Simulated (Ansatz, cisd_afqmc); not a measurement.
System: CHN, charge 0, singlet. CHN (methanidylidyneazanium, SMILES [C-]#[NH+]).
NHTBH set geometry:
```
N
C 1 1.1693
H 1 0.9949 2 180.00
```
Charge 0, spin multiplicity 1.

Total energies in aug-cc-pVTZ, 10 correlated electrons, 2 frozen orbitals. Open shells are spin-unrestricted; no spin-orbit coupling. Correlated methods leave the cores frozen. No relativity. AFQMC is phaseless with a CISD trial state; ± is one standard error, without the phaseless bias. Outlying blocks are dropped, and bars are widened where a walk drifts. Over all cases where full CI ran beside it in this data, AFQMC minus full CI had a median of +0.1 mEh and passed +0.4 mEh in a tenth of the cases.

```tsv
method	program	energy (Eh)	minus CCSDT(Q) (mEh)
HF	Ansatz	-92.89345	365.28
MP2	Ansatz	-93.23119	27.53
CCSD	Ansatz	-93.23951	19.22
CCSD(T)	Ansatz	-93.25742	1.30
CCSDT(Q)	Ansatz	-93.25873	0.00
AFQMC/CISD	cisd_afqmc	-93.2585 ± 0.0004	0.2 ± 0.4
```

Rough core times of Ansatz's runs on a shared machine: CCSD(T) under 20 s, CCSDT(Q) 9 min.

Ansatz is a quantum-chemistry and plane-wave program.
